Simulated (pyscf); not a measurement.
Structures and frequencies: ωB97X-D3(BJ)/def2-SVP in PySCF.

SMILES: [F][Nb]([F])([F])([F])[Cl]
```xyz
6

F      2.0660     0.5501    -0.5364
Nb     0.2258     0.3746    -0.3126
F      0.0551     0.6848    -2.1140
F     -1.5771    -0.0904    -0.3035
F      0.5620    -1.2214     0.5291
Cl    -0.0056     2.1703     1.0308
```

Task: What is the homolytic dissociation enthalpy (298 K, ωB97M-D3(BJ)/def2-TZVP) of the Cl–Nb bond of F–Nb(F)(F)(F)–Cl, to [F–Nb(F)(F)–F]• + Cl•?

Result: Cl–Nb to [F–Nb(F)(F)–F]• + Cl•: 3.50 eV. The 7 functionals that were run give +3.48 (M06-2X) to +3.96 eV (r²SCAN). The radicals are drawn with the spin at the cut bond; how far it spreads was not checked. Left out: the spin-orbit lowering of Cl. Open-shell species with a d-block atom are single-reference here; other states, and whether the spin sits on metal or ligand, were not checked. Elements past Kr carry the def2 core potentials, without spin-orbit coupling.
